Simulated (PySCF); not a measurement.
Species: C5H10O.
Bonds: C1–C2, C2–C3, C2–C4, C2–C5, C5–O6 (double). Hydrogens: H7, H8, H9 on C1; H10, H11, H12 on C3; H13, H14, H15 on C4; H16 on C5.

Structure optimised with GFN2-xTB, isolated species.

What internal coordinates does the optimisation give?

| bond | length (Å) | order |
| --- | --- | --- |
| C1–C2, C2–C3, C2–C4 | 1.531 | single |
| C2–C5 | 1.512 | single |
| C5=O6 | 1.197 | double |
| C1–H7 and 8 like bonds | 1.088 | single |
| C5–H16 | 1.110 | single |

Bonds in one row agree within 0.01 Å and their mean is given. Orders are formal, as drawn. A selection of angles:
| angle | degrees |
| --- | --- |
| C2–C1–H7 | 110.3 |
| H7–C1–H8 | 108.9 |
| H7–C1–H9 | 108.1 |
| C1–C2–C3 | 110.7 |
| C1–C2–C5 | 110.4 |
| C3–C2–C4 | 109.8 |
| C3–C2–C5 | 107.6 |
| C2–C3–H10 | 110.9 |
| C2–C5–O6 | 126.2 |
| C2–C5–H16 | 112.8 |
| O6–C5–H16 | 120.9 |

Torsions: C1–C2–C5–O6 0° (synperiplanar).

Of the pairs four or more bonds apart, O6···H9 is among the closest relative to their van der Waals radii: 2.74 Å, 101 % of the sum of Bondi's values. The 4 C–C bonds span 1.512 Å (C2–C5, drawn single) to 1.533 Å (C2–C4, drawn single), a spread of 0.021 Å.

Point group: Cs (every atom within 0.08 Å of its image). Not checked by GFN2-xTB frequencies.

The numbers are calculated, not measured.
